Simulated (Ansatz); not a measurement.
Results of LDA (Ansatz, a program for electronic structure, plane waves, PAW) for fcc Pd.

Settings: plane-wave cutoff 520 eV, 24×24×24 k mesh, Fermi–Dirac smearing 0.05 eV, scalar-relativistic PAW data made under PBE.

Pressure at four volumes; x = ln(V/14.152 Å³). One pressure is withheld.

```json
[
 {"V (Å³/atom)": "13.303", "x": "-0.0619", "P (GPa)": "?"},
 {"V (Å³/atom)": "13.586", "x": "-0.0408", "P (GPa)": "10.34"},
 {"V (Å³/atom)": "14.152", "x": "0.0000", "P (GPa)": "-0.01"},
 {"V (Å³/atom)": "15.001", "x": "0.0583", "P (GPa)": "-11.31"}
]
```

### Question
Pass a parabola P(x) through the three rows shown, estimate the bulk modulus and its pressure derivative near zero pressure, and predict the withheld pressure.

### Answer
Slopes between the rows: (-0.01 − (10.34))/(0.0000 − (-0.0408)) = -253.68 and (-11.31 − (-0.01))/(0.0583 − (0.0000)) = -193.83 GPa. Their difference over the span 0.0991 is c = 59.85/0.0991 = 603.9 GPa, so P(x) = 10.34 + (-253.68)(x − (-0.0408)) + 603.9 (x − (-0.0408))(x − (0.0000)). At the middle row B = −dP/dx = −[-253.68 + 603.9 × 0.0408] = 229.0 GPa, and B′ = dB/dP = 2c/B = 5.3. At x = -0.0619 the parabola gives 16.48 GPa; the run gives 16.58 GPa. The Birch–Murnaghan fit to the energies at all volumes has B0 = 227 GPa and B′ = 5.4.

Measured, for comparison: bulk modulus 195 GPa (zero-point energy and finite temperature contributions removed, sources range from 187 to 198; as tabulated in doi:10.1021/acs.jctc.3c00612). Computed less measured: bulk modulus +16 % (+15 % to +21 % over the range).
